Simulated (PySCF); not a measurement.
Gas-phase reaction: ethylsilane + 4 CH3C(CH3)2CH3 ⇌ vinylsilane + 5 C4H10 (n-butane)

Energies from PySCF, thermal terms from the rigid-rotor harmonic-oscillator model, ideal gas at 1 bar. S°(298 K) at PBE0/def2-TZVP differs from the NASA 1993 table for C4H10 (n-butane) (-9 J/mol/K); whether the harmonic model or the table's entry is off was not settled. † marks an energy on the PBE0/def2-TZVP geometry and frequencies; other levels use their own. MP2 freezes the core. All species are closed-shell singlets. B3LYP is the form with VWN-RPA correlation. MP2 isn't extrapolated to the basis-set limit; its ΔH°(298 K) is 197.4 kJ in def2-SVP and 196.1 kJ in def2-TZVPP. The harmonic model lacks anharmonicity and excited electronic states, which grow with temperature; levels with a mode under 35 cm⁻¹ are left out. Internal rotation in ethylsilane, CH3C(CH3)2CH3, vinylsilane, C4H10 (n-butane) is treated as a harmonic vibration of one conformer, which makes the entropy rough.

ΔH° and ΔS° at 298 K: B3LYP/def2-TZVP† 87 kJ, 269 J/K; BLYP/def2-TZVP† 63 kJ, 269 J/K; M06-2X/def2-TZVP† 163 kJ, 269 J/K; MP2/def2-SVP† 197 kJ, 269 J/K; PBE/def2-SVP 129 kJ, 269 J/K.

### Question
With the heat capacities included, give log10 K (1 bar) at 600, 800, 1200, 1800, 2500 K from B3LYP/def2-TZVP†, BLYP/def2-TZVP†, M06-2X/def2-TZVP†, MP2/def2-SVP†, PBE/def2-SVP.

### Answer
```
T (K)  B3LYP/def2-TZVP†  BLYP/def2-TZVP†  M06-2X/def2-TZVP†  MP2/def2-SVP†  PBE/def2-SVP
-----  ----------------  ---------------  -----------------  -------------  ------------
600                 6.1              8.3               -0.4           -3.4           2.6
800                 7.8              9.4                2.9            0.6           5.1
1200                9.3             10.4                6.1            4.6           7.6
1800               10.2             10.9                8.0            7.0           9.1
2500               10.6             11.1                9.1            8.3           9.8
```
